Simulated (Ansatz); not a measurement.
Mulliken charges of `S[SiH]Cl` radical from B3LYP/def2-TZVPP in Ansatz (PBE0-D4/def2-TZVP geometry).

```csv
atom,x (Å),y (Å),z (Å),charge (e)
S1,-1.490,0.145,-0.110,-0.201
Si2,0.633,0.086,-0.296,0.357
Cl3,1.324,1.827,0.546,-0.226
H4,-1.633,-1.077,-0.656,0.110
H5,1.215,-1.054,0.476,-0.040
```

Question: By hand: the dipole of these point charges (1 e Å = 4.8032 D).

Answer: Σ q r = (-0.002, -0.488, -0.298) e Å, of length 0.572 e Å = 2.75 D.

Question: How does the dipole of the full density compare? (Estimate.)

Answer: Computed: (-0.043, -0.333, -0.136) e Å, 1.74 D; the point charges give 1.58 times that, at 11° from its direction.

Point charges leave out the atoms' own dipoles, such as those of lone pairs, and Mulliken's split depends on the basis, so the two needn't agree.

B3LYP here is the variant with VWN-RPA as its local correlation; programs differ in this.
